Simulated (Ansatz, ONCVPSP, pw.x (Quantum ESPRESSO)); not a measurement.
pw.x on bcc Ba: one setting changed

Potential: optimised norm-conserving Vanderbilt (ONCV), ONCVPSP 4.0.1.1 (patched build), PBE; core [Kr] 4d10, reference 5s2 5p6 6s2; waves: 5s+6s: rc 3.05 bohr, ncon 4, nbas 7, qcut 4.2 1/bohr, 2 projectors; 5p: rc 2.35 bohr, ncon 3, nbas 6, qcut 6 1/bohr, 2 projectors, debl 1.3 Ha; d scattering state at 0.18 Ha: rc 3.00 bohr, ncon 3, nbas 8, qcut 3.4 1/bohr, 3 projectors, debl 1.4 Ha; f scattering state at 0.1 Ha: rc 3.20 bohr, ncon 3, nbas 8, qcut 3.2 1/bohr, 2 projectors, debl 1.3 Ha; local part: polynomial inside 1.70 bohr (lpopt 5, dvloc0 0 Ha); core correction: Teter function, fcfact 2.75, rcfact 1.45. In the d channel the program set the typed energies aside and used 0.050, 1.450, 2.850 Ha.

The reference run (k-mesh 9³, cutoffs 50/200 Ry, Fermi–Dirac 0.01 Ry, mixing_beta 0.4, conv_thr 1e-9, no spin) gives -0.02 GPa at 63.608 Å³/atom, where all-electron LAPW gives 0.01 GPa. This run, with its own iteration cap, changes degauss to 0.002.

```
&control
  calculation='scf', prefix='x', pseudo_dir='./', outdir='./tmp', tstress=.true., disk_io='none'
/
&system
  ibrav=0, nat=1, ntyp=1, ecutwfc=50, ecutrho=200, nbnd=12,
  occupations='smearing', smearing='fd', degauss=0.002
/
&electrons
  conv_thr=1e-09, mixing_beta=0.4, electron_maxstep=70
/
ATOMIC_SPECIES
Ba 1.0 Ba.UPF
CELL_PARAMETERS angstrom
  -2.51468688 2.51468688 2.51468688
  2.51468688 -2.51468688 2.51468688
  2.51468688 2.51468688 -2.51468688
ATOMIC_POSITIONS crystal
Ba 0.0000 0.0000 0.0000
K_POINTS automatic
9 9 9 0 0 0
```

```bash
pw.x < Ba.scf.in > Ba.scf.out
```

**Question.** How does the run end?

**Answer.** It converges in 8 iterations; the free energy moves by +40.8 meV/atom and the pressure by -0.04 GPa. In a metal, with Fermi–Dirac smearing, F lies below its zero-width value by a term in the square of the width.

```
Message from routine setup:
     using ibrav=0 with symmetry is DISCOURAGED, use correct ibrav instead
     lattice parameter (alat)  =       8.2308  a.u.
     unit-cell volume          =     429.2481 (a.u.)^3
     number of electrons       =        10.00
     number of Kohn-Sham states=           12
     kinetic-energy cutoff     =      50.0000  Ry
     charge density cutoff     =     200.0000  Ry
     scf convergence threshold =      1.0E-09
     Exchange-correlation= PBE
     number of k points=    35  Fermi-Dirac smearing, width (Ry)=  0.0020
     iteration #  1     ecut=    50.00 Ry     beta= 0.40
     c_bands:  1 eigenvalues not converged
     c_bands:  1 eigenvalues not converged
     c_bands:  1 eigenvalues not converged
     total energy              =     -55.19296555 Ry
     estimated scf accuracy    <       0.00118338 Ry
     iteration #  2     ecut=    50.00 Ry     beta= 0.40
     total energy              =     -55.19309579 Ry
     estimated scf accuracy    <       0.00036776 Ry
     iteration #  3     ecut=    50.00 Ry     beta= 0.40
     total energy              =     -55.19314351 Ry
     estimated scf accuracy    <       0.00001910 Ry
     [... 2 iterations left out ...]
     iteration #  6     ecut=    50.00 Ry     beta= 0.40
     total energy              =     -55.19314764 Ry
     estimated scf accuracy    <          3.7E-09 Ry
     iteration #  7     ecut=    50.00 Ry     beta= 0.40
     total energy              =     -55.19314764 Ry
     estimated scf accuracy    <          1.4E-09 Ry
     iteration #  8     ecut=    50.00 Ry     beta= 0.40
     the Fermi energy is     5.7347 ev
!    total energy              =     -55.19314764 Ry
     estimated scf accuracy    <          5.2E-11 Ry
     smearing contrib. (-TS)   =      -0.00031317 Ry
     The total energy is F=E-TS. E is the sum of the following terms:
     one-electron contribution =     -14.08225854 Ry
     hartree contribution      =       9.04445240 Ry
     xc contribution           =     -11.86399050 Ry
     ewald contribution        =     -38.29103783 Ry
     convergence has been achieved in   8 iterations
          total   stress  (Ry/bohr**3)                   (kbar)     P=       -0.53
     Message from routine punch:
     Nothing written, as per user request (disk_io='none')
```

The run took about 37 s on one core of a shared host (Neoverse-N1, 64 threads, 124 GiB, load 54).
